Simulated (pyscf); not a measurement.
Thermochemistry of product channels of Cl–C•(Cl)–Cl + silane (SiH₄) on the doublet surface, in kJ/mol, from CCSD(T)/def2-TZVPP + ΔMP2(QZVPP) energies (ideal gas, 1 atm, RRHO with modes under 100 cm⁻¹ raised to 100, one conformer, R ln 2 for chiral ones without a mode under 150 cm⁻¹). PySCF, gas phase, ωB97X-D3(BJ)/def2-SVP geometries. Correlated levels are frozen-core, on RHF or UHF. ΔMP2 is the change of the MP2 total energy from the triple- to the quadruple-zeta basis.

```json
[
 {"products": "Cl–CH(Cl)–Cl + silyl (SiH₃•)", "ΔE": "[?]", "ΔH(298 K)": "-8.2", "ΔG(600 K)": "-11.5", "ΔG(1200 K)": "-13.6"},
 {"products": "H₃Si–Cl + Cl–CH•–Cl", "ΔE": "[?]", "ΔH(298 K)": "-151.6", "ΔG(600 K)": "-167.0", "ΔG(1200 K)": "-181.2"}
]
```

Problem. What belongs in the gaps?

Solution. 
- Cl–CH(Cl)–Cl + silyl (SiH₃•), ΔE: -15.4
- H₃Si–Cl + Cl–CH•–Cl, ΔE: -159.5

These are energies of the channels, which say nothing of barriers. The CCSD(T) − MP2 part came from Ansatz, without density fitting, on the same reference.
